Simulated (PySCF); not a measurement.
## Static response to an electric field

Compound: C₃H₉OP.
SMILES with atom numbers: `[CH3:1][P:2]([CH3:3])([CH3:4])=[O:5]` (hydrogens: H6, H7, H8 on C1; H9, H10, H11 on C3; H12, H13, H14 on C4)

Cartesian coordinates in Å at the GFN2-xTB level; atoms count from 1:
```xyz
14
C3H9OP angstrom
C      1.6336    0.1011   -0.4091
P      0.1026   -0.1993    0.5538
C     -0.8871   -1.3571   -0.4668
C     -0.8147    1.3876    0.5052
O      0.3553   -0.6885    1.9148
H      1.4254    0.4586   -1.4122
H      2.2307    0.8329    0.1309
H      2.1894   -0.8332   -0.4541
H     -1.8356   -1.5249    0.0393
H     -1.0623   -0.9752   -1.4672
H     -0.3508   -2.3024   -0.5177
H     -0.9867    1.7303   -0.5100
H     -0.2360    2.1269    1.0552
H     -1.7647    1.2427    1.0157
```

Level: PBE0/def2-SVPD (PySCF), static field, nuclei fixed, core orbitals frozen in the response. The polarisability tensor in these axes (au):

```
x   65.50  0.25 -0.69
y    0.25 65.14  1.36
z   -0.69  1.36 61.84
```

Question: What are the eigenvalues, a third of the trace, and Δα (Δα² = ½Σ(αi − αj)² over the three pairs)?

Answer: Principal values 61.22, 65.63 and 65.63 au; mean 64.16 au = 9.51 Å³ = 10.58 × 10⁻⁴⁰ C²·m²/J; Δα = 4.41 au (7 % of the mean).

Question: What is the dipole moment, and where does it point?

Answer: (-0.75, 1.46, -4.05) D, 4.37 D in size, pointing from the negative to the positive side. Measured along this direction, the outermost atoms are O5 at the negative end and H12, H10 and H6 at the positive end.

Question: Find the Langevin capture rate constant for NH4+ (18.034 u) meeting this molecule (92.039 u), k = 2.342 × 10⁻⁹ cm³/s × √(α in Å³ / reduced mass in u).

Answer: The reduced mass is 15.08 u, so k = 1.86 × 10⁻⁹ cm³/s. The formula leaves out the permanent dipole, which adds to the capture rate.

Question: Form Σ f/ω² (atomic units) for the 8 lowest TDDFT singlets, given as eV and f, and set it beside the mean polarisability, which is this sum over all singlets: 6.89, 0.0347; 6.89, 0.0347; 7.93, 0.0059; 7.93, 0.0058; 7.96, 0.0000; 7.99, 0.0126; 7.99, 0.0125; 8.13, 0.0165.

Answer: They add up to 1.69 au, 2.6 % of the 64.16 au; the largest single term is 0.54 au, from the state at 6.89 eV. Terms in order: 0.54, 0.54, 0.07, 0.07, 0.00, 0.15, 0.15, 0.18 au. Higher excitations give the rest. The strengths listed sum to 0.123.

Question: What depolarisation ratio follows for Rayleigh scattering of linearly polarised light, taking the static tensor?

Answer: ρ = 3Δα²/(45ᾱ² + 4Δα²) = 58.3/(185239 + 77.7) ≈ 0.000314.

Question: Molar refractivity from α?

Answer: Lorentz–Lorenz: R = (4π/3)N_A α = 2.5225 cm³/(mol·Å³) × 9.51 Å³ = 24.0 cm³/mol, in the limit of long wavelengths.

Question: What would n − 1 = 2πNα be for an ideal gas of these molecules at 350 K and 1 atm, electronic part alone?

Answer: N = p/kT = 2.0968 × 10¹⁹ cm⁻³, so n − 1 = 2π × N × 9.51 × 10⁻²⁴ cm³ = 1253 × 10⁻⁶ at long wavelengths, for an ideal gas.

Geometry: GFN2-xTB; no solvent, vibrations or thermal averaging.

These values come from a run that also computed excited states. On x86-64 server, one thread, no GPU, on a shared host, this took 20 s of wall time (grids of density and orbitals included).
